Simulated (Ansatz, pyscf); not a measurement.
borane (BH₃) + F–Cl → H₂B–Cl + hydrogen fluoride (HF), a four-centre exchange on the singlet surface: B–H, Cl–F broken, B–Cl, F–H formed. Single points on ωB97X-D3(BJ)/def2-SVP structures (PySCF, gas phase). Wave-function energies: Ansatz (a quantum-chemistry and plane-wave program), frozen core, RHF or UHF references. In kJ/mol, from the separated reactants.

```
level                   barrier  reaction energy
----------------------  -------  ---------------
B3LYP-D3(BJ)/def2-TZVP    90.24          -383.07
PBE/def2-TZVP             25.66          -381.41
CCSD(T)/cc-pV(D+d)Z      102.81          -405.92
CCSDT(Q)/cc-pV(D+d)Z      95.99          -405.34
CCSD(T)/cc-pV(T+d)Z      106.46          -403.06
CCSD(T)/cc-pV(Q+d)Z      101.85          -405.23
```

In cc-pV(D+d)Z, going from CCSD(T) to CCSDT(Q) shifts the barrier by -6.82 and the reaction energy by +0.58 kJ/mol. With HF in the quadruple-zeta basis and the correlation energy extrapolated as X⁻³ from X = 3, 4, CCSD(T) gives 97.91 and -407.67; adding the double-zeta shift gives ΔE‡ = 91.08 and ΔE = -407.09 kJ/mol, without core correlation, relativity or geometry relaxation at these levels. On the reactant side the descent ends in an adduct with a B–Cl contact (not fully relaxed), 33.71 kJ/mol under the separated species and 151.10 kJ/mol under the saddle at ωB97X-D3(BJ)/def2-TZVP. What is counted as formed (B–Cl) is already present as a longer contact in the reactant adduct; forming that adduct is a step of its own. At ωB97X-D3(BJ)/def2-TZVP the barrier from the zero used here is 117.39 kJ/mol. This is the saddle that the search found; another between the same sides may lie lower. One closed-shell reference is unstable to symmetry breaking; treat the single-reference values with care.
